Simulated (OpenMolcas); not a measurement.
# SiNH3 (SMILES [N][SiH3]): a chain of runs

We compute the energy (UHF/STO-3G), then the energy (CASSCF(4,4)/STO-3G), then the energy (CASPT2(4,4)/STO-3G), then the energy (SC-NEVPT2(4,4)/STO-3G), then the energy (MRCI(4,4)/STO-3G) of SiNH3. 

Program for the calculation: OpenMolcas 26.06.

### Step 1. Starting point

SiNH3: 5 atoms, total charge 0, spin state triplet. SMILES: `[N][SiH3]`. The N1–Si2 distance was set to 2.483 Å, away from the relaxed value.

Bond lengths: Si2–H3 1.476 Å, Si2–H4 1.476 Å, Si2–H5 1.476 Å. Angles: H3–Si2–H4 107.7°, H3–Si2–H5 107.7°, H4–Si2–H5 107.7°. A long bond or contact: N1–Si2 2.483 Å.

### Step 2. The energy at UHF/STO-3G (run 1)

File struct.xyz:

```xyz
5

N     -2.310034     0.502658     0.721165
Si     0.010240    -0.002340    -0.003820
H      0.064950    -0.313200    -1.445390
H      0.555100    -1.162980     0.727210
H      0.906340     1.144190     0.242490
```

File step1.inp:

```
>>> EXPORT MOLCAS_PRINT=2

&gateway
 baslib=$CurrDir
 coord=struct.xyz
 basis=STO-3G
 group=NoSym

&seward

&scf
 uhf
 spin=3
 scramble=0.25
 prorbitals=1 1
```

The basis set STO-3G is read from a file made from the Basis Set Exchange's data (not shown).

Launch:

```
$ export MOLCAS_MEM=1860
$ pymolcas step1.inp > step1.log
```

Standard output (excerpt; [...] marks lines left out):

```text
--- Start Module: gateway ---
[...]
--- Stop Module: gateway /rc=_RC_ALL_IS_WELL_ ---
--- Start Module: seward ---
[...]
      Basis functions           17
--- Stop Module: seward /rc=_RC_ALL_IS_WELL_ ---
--- Start Module: scf ---
[...]
       Convergence after  15 Iterations
[...]
::    Total SCF energy                               -341.0063720427
[...]
      Total spin, S                                     1.2236596849
[...]
      Total electronic charge=   24.000000
      Total            charge=   -0.000000
[...]
      Dipole Moment (debye):
      Origin of the operator (angstrom)=   -0.6782    0.1475    0.2114
                   X= -2.7160E-01               Y=  5.8512E-02               Z=  8.2458E-02           Total=  2.8981E-01
      Quadrupole Moment (debye*angstrom):
[...]
--- Stop Module: scf /rc=_RC_ALL_IS_WELL_ ---
[...]
```

Wall time 1.1 s (1 thread of Intel Xeon 6975P-C (Granite Rapids), shared host); peak memory 0.37 GiB.

### Step 3. A single-point energy at CASSCF(4,4)/STO-3G (run 2)

struct.xyz is that of step 2.

File step2.inp:

```
* H3NSi CASSCF
&GATEWAY
BasLib=$CurrDir
Coord=struct.xyz
Basis=STO-3G
Group=NoSym
&SEWARD
&RASSCF
FileOrb=$CurrDir/step1.UnaOrb
Spin=3
Nactel=4 0 0
Inactive=10
Ras2=4
OrbListing=Nothing
OrbAppear=Compact
```

The basis set STO-3G is read from a file made from the Basis Set Exchange's data (not shown).

Launch:

```
$ export MOLCAS_MEM=1860
$ pymolcas step2.inp > step2.log
```

Standard output (excerpt; [...] marks lines left out):

```text
--- Start Module: gateway ---
[...]
--- Stop Module: gateway /rc=_RC_ALL_IS_WELL_ ---
--- Start Module: seward ---
[...]
      Basis functions           17
--- Stop Module: seward /rc=_RC_ALL_IS_WELL_ ---
--- Start Module: rasscf ---
[...]
      Number of active orbitals                  4
[...]
      Spin quantum number                      1.0
[...]
      Active orbitals                            4
[...]
      Number of CSFs                            15
[...]
      Number of root(s) required                 1
[...]
      Convergence after  7 iterations
[...]
      printout of CI-coefficients larger than  0.05 for root  1
      energy=    -341.024972
      conf/sym  1111     Coeff  Weight
             1  2uu0  -0.89097 0.79382
             6  uduu  -0.21958 0.04821
             9  uudu   0.12677 0.01607
            10  uuud   0.17928 0.03214
            15  0uu2   0.33128 0.10975
      Natural orbitals and occupation numbers for root  1
      sym 1:   1.684077   1.000000   1.000000   0.315923
      ************************************************************************************************************************
      *                                                    Final results                                                     *
[...]
::    RASSCF root number  1 Total energy:   -341.02497195
[...]
      Total electronic charge=   24.000000
      Total            charge=   -0.000000
[...]
      Dipole Moment (debye):
      Origin of the operator (angstrom)=   -0.6782    0.1475    0.2114
                   X= -8.9535E-02               Y=  1.8862E-02               Z=  2.5305E-02           Total=  9.4935E-02
      Quadrupole Moment (debye*angstrom):
[...]
--- Stop Module: rasscf /rc=_RC_ALL_IS_WELL_ ---
[...]
```

Run time: 1.1 s. Hardware: 1 thread of Intel Xeon 6975P-C (Granite Rapids), shared host; peak memory 0.37 GiB.

### Step 4. The energy at CASPT2(4,4)/STO-3G (run 3)

struct.xyz is that of step 3.

File step3.input:

```
>>> EXPORT MOLCAS_PRINT=2

&GATEWAY
 BASLIB=$CurrDir
 COORD=struct.xyz
 BASIS=STO-3G
 GROUP=NoSym

&SEWARD

&RASSCF
 FILEORB=$CurrDir/step2.RasOrb
 SPIN=3
 NACTEL=4 0 0
 INACTIVE=10
 RAS2=4
 ORBLISTING=Nothing
 ORBAPPEAR=Compact

&CASPT2
 IMAGINARY=0.1
 FROZEN=6
```

The basis set STO-3G is read from a file made from the Basis Set Exchange's data (not shown).

Launch:

```
$ export MOLCAS_MEM=1860
$ pymolcas step3.input > step3.log
```

Standard output (excerpt; [...] marks lines left out):

```text
--- Start Module: gateway ---
[...]
--- Stop Module: gateway /rc=_RC_ALL_IS_WELL_ ---
[...]
      Basis functions           17
[...]
--- Start Module: rasscf ---
[...]
      Number of active orbitals                  4
[...]
      Spin quantum number                      1.0
[...]
      Active orbitals                            4
[...]
      Number of CSFs                            15
[...]
      Number of root(s) required                 1
[...]
      Convergence after  4 iterations
[...]
      printout of CI-coefficients larger than  0.05 for root  1
      energy=    -341.024972
      conf/sym  1111     Coeff  Weight
             1  2uu0  -0.89097 0.79382
             6  uduu  -0.21958 0.04821
             9  uudu   0.12677 0.01607
            10  uuud   0.17928 0.03214
            15  0uu2   0.33128 0.10975
      Natural orbitals and occupation numbers for root  1
      sym 1:   1.684076   1.000000   1.000000   0.315924
      ************************************************************************************************************************
      *                                                    Final results                                                     *
[...]
::    RASSCF root number  1 Total energy:   -341.02497195
[...]
      Total electronic charge=   24.000000
      Total            charge=   -0.000000
[...]
      Dipole Moment (debye):
      Origin of the operator (angstrom)=   -0.6782    0.1475    0.2114
                   X= -8.9563E-02               Y=  1.8867E-02               Z=  2.5312E-02           Total=  9.4964E-02
      Quadrupole Moment (debye*angstrom):
[...]
--- Stop Module: rasscf /rc=_RC_ALL_IS_WELL_ ---
--- Start Module: caspt2 ---
[...]
 ###    WARNING: User changed nr of frozen orbitals.                         ###
 ###############################################################################
[...]
      E2 (Variational):          -0.0372057786
      Total energy:            -341.0621777293
[...]
      Reference weight:           0.98123
[...]
::    CASPT2 Root  1     Total energy:   -341.06217773
[...]
--- Stop Module: caspt2 /rc=_RC_ALL_IS_WELL_ ---
[...]
```

It took 1.1 s on 1 thread of Intel Xeon 6975P-C (Granite Rapids), shared host; peak memory 0.37 GiB.

### Step 5. A single-point energy at SC-NEVPT2(4,4)/STO-3G (run 4)

struct.xyz is that of step 4.

File step4.inp:

```
* H3NSi NEVPT2
&gateway
baslib
$CurrDir
coord
struct.xyz
basis
STO-3G
group
NoSym
&seward
&rasscf
fileorb
$CurrDir/step2.RasOrb
spin
3
nactel
4 0 0
inactive
10
ras2
4
orblisting
Nothing
orbappear
Compact
&caspt2
sc-nevpt2
frozen
6
```

The basis set STO-3G is read from a file made from the Basis Set Exchange's data (not shown).

Launch:

```
$ export MOLCAS_MEM=1860
$ pymolcas step4.inp > step4.log
```

Standard output (excerpt; [...] marks lines left out):

```text
--- Start Module: gateway ---
[...]
--- Stop Module: gateway /rc=_RC_ALL_IS_WELL_ ---
[...]
      Basis functions           17
[...]
--- Start Module: rasscf ---
[...]
      Number of active orbitals                  4
[...]
      Spin quantum number                      1.0
[...]
      Active orbitals                            4
[...]
      Number of CSFs                            15
[...]
      Number of root(s) required                 1
[...]
      Convergence after  4 iterations
[...]
      printout of CI-coefficients larger than  0.05 for root  1
      energy=    -341.024972
      conf/sym  1111     Coeff  Weight
             1  2uu0  -0.89097 0.79382
             6  uduu  -0.21958 0.04821
             9  uudu   0.12677 0.01607
            10  uuud   0.17928 0.03214
            15  0uu2   0.33128 0.10975
      Natural orbitals and occupation numbers for root  1
      sym 1:   1.684076   1.000000   1.000000   0.315924
      ************************************************************************************************************************
      *                                                    Final results                                                     *
[...]
::    RASSCF root number  1 Total energy:   -341.02497195
[...]
      Total electronic charge=   24.000000
      Total            charge=   -0.000000
[...]
      Dipole Moment (debye):
      Origin of the operator (angstrom)=   -0.6782    0.1475    0.2114
                   X= -8.9563E-02               Y=  1.8867E-02               Z=  2.5312E-02           Total=  9.4964E-02
      Quadrupole Moment (debye*angstrom):
[...]
--- Stop Module: rasscf /rc=_RC_ALL_IS_WELL_ ---
--- Start Module: caspt2 ---
[...]
 ###    WARNING: User changed nr of frozen orbitals.                         ###
 ###############################################################################
[...]
      E2 (Variational):          -0.0364341611
[...]
      E2 (Variational):          -0.0364039285
      Total energy:            -341.0613758792
[...]
      Reference weight:           0.98200
[...]
::    SC-NEVPT2 Root  1     Total energy:   -341.06137588
[...]
--- Stop Module: caspt2 /rc=_RC_ALL_IS_WELL_ ---
[...]
```

Run time: 1.1 s. Hardware: 1 thread of Intel Xeon 6975P-C (Granite Rapids), shared host; peak memory 0.37 GiB.

### Step 6. The energy at MRCI(4,4)/STO-3G (run 5)

struct.xyz is that of step 5.

File step5.input:

```
* H3NSi MRCI

&GATEWAY
  BASLIB = $CurrDir
  COORD = struct.xyz
  BASIS = STO-3G
  GROUP = NoSym

&SEWARD

&RASSCF
  FILEORB = $CurrDir/step2.RasOrb
  SPIN = 3
  NACTEL = 4 0 0
  INACTIVE = 10
  RAS2 = 4
  ORBLISTING = Nothing
  ORBAPPEAR = Compact

&MOTRA
  LUMORB
  FROZEN = 6

&GUGA
  ELECTRONS = 12
  SPIN = 3
  INACTIVE = 4
  ACTIVE = 4
  CIALL = 1

&MRCI
  SDCI
```

The basis set STO-3G is read from a file made from the Basis Set Exchange's data (not shown).

Launch:

```
$ export MOLCAS_MEM=1860
$ pymolcas step5.input > step5.log
```

Standard output (excerpt; [...] marks lines left out):

```text
--- Start Module: gateway ---
[...]
--- Stop Module: gateway /rc=_RC_ALL_IS_WELL_ ---
[...]
      Basis functions           17
[...]
      Number of active orbitals                  4
[...]
      Spin quantum number                      1.0
[...]
      Active orbitals                            4
[...]
      Number of CSFs                            15
[...]
      Number of root(s) required                 1
[...]
      Convergence after  4 iterations
[...]
      printout of CI-coefficients larger than  0.05 for root  1
      energy=    -341.024972
      conf/sym  1111     Coeff  Weight
             1  2uu0  -0.89097 0.79382
             6  uduu  -0.21958 0.04821
             9  uudu   0.12677 0.01607
            10  uuud   0.17928 0.03214
            15  0uu2   0.33128 0.10975
      Natural orbitals and occupation numbers for root  1
      sym 1:   1.684076   1.000000   1.000000   0.315924
      ************************************************************************************************************************
      *                                                    Final results                                                     *
[...]
::    RASSCF root number  1 Total energy:   -341.02497195
[...]
      Dipole Moment (debye):
      Origin of the operator (angstrom)=   -0.6782    0.1475    0.2114
                   X= -8.9563E-02               Y=  1.8867E-02               Z=  2.5312E-02           Total=  9.4964E-02
      Quadrupole Moment (debye*angstrom):
[...]
      *** WARNING: Default frozen orbitals is overwritten by user input.
      *** Default values:   3
[...]
--- Start Module: guga ---
[...]
--- Stop Module: guga /rc=_RC_ALL_IS_WELL_ ---
--- Start Module: mrci ---
[...]
       (But an ACPF correction will be computed)
       USE THE DEFAULT ACPF G-VALUE GFAC=  0.16666666666666666
[...]
                      CI ENERGY:  -341.07960111
[...]
                ACPF CORRECTION:    -0.00191973
[...]
      Total electronic charge=   24.000000
      Total            charge=    0.000000
[...]
     ACPF CORRECTION:     -0.00191973
[...]
  CI State   1     Total energy:   -341.07960111     QDav:     -0.00231998     QACPF:     -0.00191973
[...]
--- Stop Module: mrci /rc=_RC_ALL_IS_WELL_ ---
[...]
```

Run time: 1.4 s. Hardware: 1 thread of Intel Xeon 6975P-C (Granite Rapids), shared host; peak memory 0.37 GiB.

### Step 7. What came out

| quantity | value |
| --- | --- |
| run 1, UHF/STO-3G: total energy | -341.00637 Eh |
| run 1, UHF/STO-3G: dipole moment | 0.29 D |
| run 1, UHF/STO-3G: HOMO energy (highest over α and β) | -6.80 eV |
| run 1, UHF/STO-3G: LUMO energy (lowest over α and β) | 6.86 eV |
| run 1, UHF/STO-3G: ⟨S²⟩ | 2.721 |
| run 2, CASSCF(4,4)/STO-3G: total energy | -341.02497 Eh |
| run 2, CASSCF(4,4)/STO-3G: dipole moment (CASSCF density) | 0.09 D |
| run 3, CASPT2(4,4)/STO-3G: total energy | -341.06218 Eh |
| run 3, CASPT2(4,4)/STO-3G: dipole moment (CASSCF density) | 0.09 D |
| run 4, SC-NEVPT2(4,4)/STO-3G: total energy | -341.06138 Eh |
| run 4, SC-NEVPT2(4,4)/STO-3G: dipole moment (CASSCF density) | 0.09 D |
| run 5, MRCI(4,4)/STO-3G: total energy | -341.07960 Eh |
| run 5, MRCI(4,4)/STO-3G: dipole moment (CASSCF density) | 0.09 D |

⟨S²⟩ (run 1, UHF/STO-3G) is 2.72 where a pure triplet has 2.00: the reference is spin-contaminated. Mulliken charges (run 1, UHF/STO-3G) run from -0.16 on H4 to +0.52 on Si2. Mulliken charges (run 2, CASSCF(4,4)/STO-3G) run from -0.16 on H4 to +0.53 on Si2. Mulliken charges (run 4, SC-NEVPT2(4,4)/STO-3G) of the CASSCF density run from -0.16 on H4 to +0.53 on Si2. Mulliken charges (run 5, MRCI(4,4)/STO-3G) of the CASSCF density run from -0.16 on H4 to +0.53 on Si2.
